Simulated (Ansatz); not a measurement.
These are Ansatz (a program for electronic structure) with frozen-core CCSD(T)/cc-pVTZ // B3LYP-D3(BJ)/def2-TZVP values and carry that method's errors.

Ansatz 0.2 input:
```yaml
crystal:
  periodic: [false, false, false]
  atoms:
    - { symbol: S, position_ang: [0.0079, 0.618627, -0.000001] }
    - { symbol: H, position_ang: [0.966174, -0.321715, -0.000003] }
    - { symbol: H, position_ang: [-0.974067, -0.296946, 0.000004] }
basis:
  gaussian: { orbitals: cc-pVTZ }
correlation:
  method: ccsd_t
```

Output:

```
Functional definition: HF
340 factors; integrals over basis functions are off by at most 8.2e-4 eV
mean field evaluation 1: about -10848.9675 eV, gradient 1.1e1 eV
mean field evaluation 2: about -10848.9690 eV, gradient 1.1e1 eV
mean field evaluation 4: about -10849.5178 eV, gradient 1.3e0 eV
mean field evaluation 8: about -10849.5300 eV, gradient 7.2e-4 eV
mean field evaluation 16: about -10849.5300 eV, gradient 3.1e-6 eV
mean field -10849.52996574 eV, -398.7128721654 hartree, gradient 3.1e-6 eV, S^2 0.000000; 0 other end points of the search recorded, 0 dependent functions left out
5 core orbitals not correlated
reference -10849.52996574 eV, -398.7128721654 hartree; 4, 4 occupied and 53, 53 virtual orbitals, 340 factors
second order -5.18965527 eV of doubles, -0.00000000 eV of singles
cycle   1  -5.66834192 eV  change   -4.8e-1 eV  update   4.8e-2
cycle   2  -5.83316590 eV  change   -1.6e-1 eV  update   1.5e-2
cycle   3  -5.84215936 eV  change   -9.0e-3 eV  update   3.6e-3
cycle   4  -5.84145286 eV  change    7.1e-4 eV  update   9.8e-4
cycle   5  -5.84111763 eV  change    3.4e-4 eV  update   2.3e-4
cycle   6  -5.84113597 eV  change   -1.8e-5 eV  update   7.2e-5
cycle   7  -5.84113548 eV  change    4.9e-7 eV  update   2.1e-5
cycle   8  -5.84113267 eV  change    2.8e-6 eV  update   5.9e-6
perturbative correction -0.21409818 eV, -0.0078679632 hartree
Total energy: -10855.58519659 eV, -398.9353977948 hartree
```

Cost: around 0.9 core-seconds (rough).
